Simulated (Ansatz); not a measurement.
System (SMILES): [C]#N (C-N), doublet.
Atoms: C1, N2. Bonds: C1-N2.

How fast the optimised C1-N2 bond length converges with the basis for several methods (Ansatz, a program for electronic structure): deviation from each method's own reference, in Å. References: B3LYP 1.1609 Å, the value in pcseg-4; HF 1.1476 Å, the value in pcseg-4; MP2 1.1231 Å, the value in aug-cc-pVQZ; PBE 1.1733 Å, the value in pcseg-4. All functions are spherical. In correlated methods cores are frozen. The T1 diagnostic of CCSD is high for at least one species. An unrestricted Hartree-Fock determinant is markedly spin-contaminated. Open shells are unrestricted. No added dispersion term, no relativity. The reference of a correlated method is not its basis-set limit, which lies further on.

| basis | functions | B3LYP | HF | MP2 | PBE |
|---|---|---|---|---|---|
| cc-pVDZ | 28 | 0.0143 | 0.0147 | 0.0157 | 0.0132 |
| 6-311+G** | 44 | 0.0051 | 0.0067 | 0.0071 | 0.0047 |
| aug-cc-pVDZ | 46 | 0.0131 | 0.0142 | 0.0156 | 0.0122 |
| pcseg-2 | 60 | 0.0008 | 0.0002 | 0.0020 | 0.0007 |
| def2-TZVPP | 62 | 0.0013 | 0.0014 | 0.0024 | 0.0012 |
| def2-TZVPPD | 74 | 0.0012 | 0.0014 | 0.0025 | 0.0011 |
| jun-cc-pV(T+d)Z | 78 | 0.0017 | 0.0023 | 0.0032 | 0.0015 |
| cc-pCVTZ | 86 | 0.0009 | 0.0011 | 0.0022 | 0.0009 |
| aug-cc-pVTZ | 92 | 0.0014 | 0.0020 | 0.0029 | 0.0013 |
| cc-pVQZ | 110 | 0.0001 | 0.0003 | 0.0000 | 0.0000 |
| aug-cc-pVQZ | 160 | 0.0002 | 0.0004 | 0.0000 | 0.0002 |
| cc-pV5Z | 182 | 0.0000 | 0.0002 | -0.0010 | 0.0000 |

Mean absolute deviation over 6-311+G**, pcseg-2, def2-TZVPP, def2-TZVPPD, jun-cc-pV(T+d)Z, cc-pCVTZ, aug-cc-pVTZ: PBE 0.0016, B3LYP 0.0018, HF 0.0021, MP2 0.0032 Å.
